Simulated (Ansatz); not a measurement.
MgMe(OH) (CH₄MgO). The state is a singlet with charge 0. Geometry PBE0-D4/def2-TZVP.

```
atom    x (Å)    y (Å)    z (Å)
 Mg1  -0.2587   0.5701  -0.3515
  C2   0.4824  -1.0762   0.6676
  H3   1.5738  -1.1268   0.6090
  H4   0.0911  -2.0124   0.2584
  H5   0.2147  -1.0477   1.7281
  O6  -0.8910   1.9706  -1.2175
  H7  -1.2124   2.7225  -1.6942
```

HSE06 is defined as in plane-wave codes, on full-range PBE exchange.

Problem. Estimate the orbital energies around the gap (eV) in Ansatz with PBE-D4/def2-TZVP, r2SCAN-D4/def2-TZVPD, HSE06-D4/def2-TZVP, ωB97X-V/def2-TZVP, ωB97M-V/def2-TZVP.

Solution. 
```csv
orbital,PBE-D4/def2-TZVP,r2SCAN-D4/def2-TZVPD,HSE06-D4/def2-TZVP,ωB97X-V/def2-TZVP,ωB97M-V/def2-TZVP
HOMO−13,-508.44,-513.99,-520.31,-520.96,-524.21
HOMO−12,-267.86,-271.84,-276.56,-278.15,-280.17
HOMO−11,-79.21,-82.33,-84.76,-87.12,-88.02
HOMO−10,-46.40,-47.87,-50.07,-52.77,-52.97
HOMO−9,-46.40,-47.87,-50.07,-52.77,-52.97
HOMO−8,-46.16,-47.60,-49.87,-52.56,-52.79
HOMO−7,-22.52,-23.87,-25.07,-28.26,-28.25
HOMO−6,-16.02,-16.86,-17.85,-21.16,-20.90
HOMO−5,-10.85,-11.31,-12.19,-15.24,-15.15
HOMO−4,-9.02,-9.33,-10.05,-12.97,-12.84
HOMO−3,-9.02,-9.33,-10.05,-12.97,-12.84
HOMO−2,-6.14,-6.54,-7.36,-10.40,-10.34
HOMO−1,-6.14,-6.54,-7.36,-10.40,-10.34
HOMO,-6.08,-6.24,-6.84,-9.62,-9.51
LUMO,-1.39,-0.97,-1.04,0.90,0.47
LUMO+1,0.00,0.21,0.30,2.23,1.80
LUMO+2,0.00,0.21,0.30,2.24,1.80
LUMO+3,0.94,0.68,1.34,3.38,2.88
LUMO+4,2.07,1.78,2.57,4.72,4.18
LUMO+5,2.34,1.87,2.71,4.72,4.18
```
